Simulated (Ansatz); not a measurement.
# B2PLYP/def2-TZVP run of HNO2 (nitrous acid)

What is the vertical ionisation energy of HNO2 (nitrous acid) at B2PLYP/def2-TZVP? 

The results are computed with Ansatz 0.2.0.

55 further runs of the same task are left out: 55 set aside as unsound or not needed.

### 1 The structure to begin with

The species is HNO2 (4 atoms), meant as a singlet with charge 0. As SMILES, `O=NO`. The coordinates come from a PBE0-D4/def2-TZVP relaxation.

Bond lengths: O1–N2 1.162 Å, N2–O3 1.397 Å, O3–H4 0.967 Å. Angles: O1–N2–O3 111.2°, N2–O3–H4 102.9°.

### 2 The energy at B2PLYP/def2-TZVP

job.yaml

```yaml
crystal:
  periodic: [false, false, false]
  atoms:
    - {symbol: O, position_ang: [0.413650, 0.047230, 1.437260]}
    - {symbol: N, position_ang: [0.320150, -0.419400, 0.377370]}
    - {symbol: O, position_ang: [-0.362650, 0.434660, -0.492650]}
    - {symbol: H, position_ang: [-0.371140, -0.062490, -1.321980]}
basis:
  gaussian:
    orbitals: def2-TZVP
output: {orbitals: {seedname: orbitals}}
hamiltonian:
  xc: {name: B2PLYP}
accuracy: high
correlation:
  frozen_orbitals: {H: 0, "N": 1, O: 1}
```

The run is started by

```sh
$ ansatz run job.yaml --threads 1 --pin off --max-ram 3480MiB --events-out events.jsonl --progress --plain --runs-dir runs
```

Output:

```text
Warning: RAYON_NUM_THREADS=1 ignored (pool sized by the plan → 1); use --threads N
Functional definition: B2PLYP
  name "B2PLYP"
  parameter a = 0.53
  parameter c = 0.27
  exchange = (1 - a)*b88_x + a*exact_x
  correlation = (1 - c)*lyp_c + c*(mp2_os + mp2_ss)
1704 factors; integrals over basis functions are off by at most 3.2e-9 eV
mean field evaluation 1: about -5587.5656 eV, gradient 4.2e1 eV
mean field evaluation 2: about -5587.5682 eV, gradient 4.2e1 eV
mean field evaluation 4: about -5590.2056 eV, gradient 4.5e0 eV
mean field evaluation 8: about -5590.2502 eV, gradient 2.9e-1 eV
mean field evaluation 16: about -5590.2505 eV, gradient 2.8e-5 eV
mean field -5590.25051417 eV, -205.4379171879 hartree, gradient 4.5e-8 eV, S^2 0.000000; 0 other end points of the search recorded, 0 dependent functions left out
3 core orbitals not correlated: weight in the atoms' cores, before any rotation towards them, 1.000 or more for the frozen orbitals, at most 0.000 for the correlated occupied ones
reference -5590.25053160 eV, -205.4379178282 hartree; 9, 9 occupied and 87, 87 virtual orbitals, 1704 factors
second order -22.58653661 eV of doubles, -0.00000000 eV of singles
Total energy: -5596.34889648 eV, -205.6620286041 hartree
```

It took 5.7 s on 1 thread of Arm Neoverse V1, shared host; peak memory 0.24 GiB.

### 3 The doublet cation at the same level

in.yaml

```yaml
crystal:
  periodic: [false, false, false]
  atoms:
    - symbol: O
      position_ang: [0.413650, 0.047230, 1.437260]
    - symbol: N
      position_ang: [0.320150, -0.419400, 0.377370]
    - symbol: O
      position_ang: [-0.362650, 0.434660, -0.492650]
    - symbol: H
      position_ang: [-0.371140, -0.062490, -1.321980]
basis:
  gaussian: {orbitals: def2-TZVP}
hamiltonian: {xc: {name: B2PLYP}}
correlation: {frozen_orbitals: {H: 0, "N": 1, O: 1}}
output: {orbitals: {seedname: orbitals}}
magnetization: {spin_polarized: true, initial_magnetization: 1}
accuracy: high
total_charge: 1
```

The run is started by

```sh
$ ansatz run in.yaml --threads 1 --pin off --max-ram 3480MiB --events-out events.jsonl --progress --plain --runs-dir runs
```

Output, cut to the lines that bear on the results:

```text
Warning: RAYON_NUM_THREADS=1 ignored (pool sized by the plan → 1); use --threads N
[... 2 set-up lines as earlier in the session ...]
[...]
1704 factors; integrals over basis functions are off by at most 3.2e-9 eV
[...]
mean field -5579.26916211 eV, -205.0343599430 hartree, gradient 9.9e-8 eV, S^2 0.774516; 0 other end points of the search recorded, 0 dependent functions left out
3 core orbitals not correlated: weight in the atoms' cores, before any rotation towards them, 1.000 or more for the frozen orbitals, at most 0.000 for the correlated occupied ones
reference -5579.26917816 eV, -205.0343605328 hartree; 9, 8 occupied and 87, 88 virtual orbitals, 1704 factors
second order -21.99806269 eV of doubles, -0.00000000 eV of singles
Total energy: -5585.20865508 eV, -205.2526322839 hartree
```

It took 9.9 s on 1 thread of Arm Neoverse V1, shared host; peak memory 0.31 GiB.

### 4 What came out

At B2PLYP/def2-TZVP, 3 core orbitals frozen:

| quantity | value |
| --- | --- |
| singlet HNO2: total energy | -205.66203 Eh |
| singlet HNO2: HOMO energy (SCF part's orbitals) | -9.77 eV |
| singlet HNO2: LUMO energy (SCF part's orbitals) | -0.38 eV |
| singlet HNO2: HOMO–LUMO gap (SCF part's orbitals) | 9.40 eV |
| doublet cation: total energy | -205.25263 Eh |
| doublet cation: HOMO energy (SCF part's orbitals) (highest over α and β) | -20.84 eV |
| doublet cation: LUMO energy (SCF part's orbitals) (lowest over α and β) | -12.18 eV |
| doublet cation: ⟨S²⟩ | 0.775 |
| vertical ionisation energy (to the doublet cation) | 11.140 eV |

In words: The vertical ionisation energy comes to 11.14 eV (1075 kJ/mol). −ε(HOMO) before ionisation, 9.77 eV, is 1.37 eV below this ionisation energy.
